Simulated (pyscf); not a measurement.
Structures and frequencies: ωB97X-D3(BJ)/def2-SVP in PySCF.

Question: Estimate by transition-state theory the rate constant of chloromethane (H₃C–Cl) + H atom (H•) → •H₂C–Cl + hydrogen (H₂) (doublet surface; C–H broken, H–H formed) at 900 K, with ωB97M-D3(BJ)/def2-TZVP energies (ideal gas, 1 atm, RRHO with modes under 100 cm⁻¹ raised to 100, one conformer, R ln 2 for chiral ones without a mode under 150 cm⁻¹; no tunnelling).

Answer: The electronic barrier is 11.7 kcal/mol and the thermal terms add +16.2, so ΔG‡ = 28.0 kcal/mol. With k_BT/h = 1.88e+13 s⁻¹ and RT = 1.788 kcal/mol, and a volume of 1.23e-19 cm³ per molecule at 1 atm, k = 3.7e-13 cm³ molecule⁻¹ s⁻¹. Wigner's tunnelling factor for 1495i cm⁻¹ would be 1.24. A shift of 1 kcal/mol in the barrier changes k by a factor 1.7. This is the saddle that the search found; another between the same sides may lie lower. The angle at the transferred H is 180°.
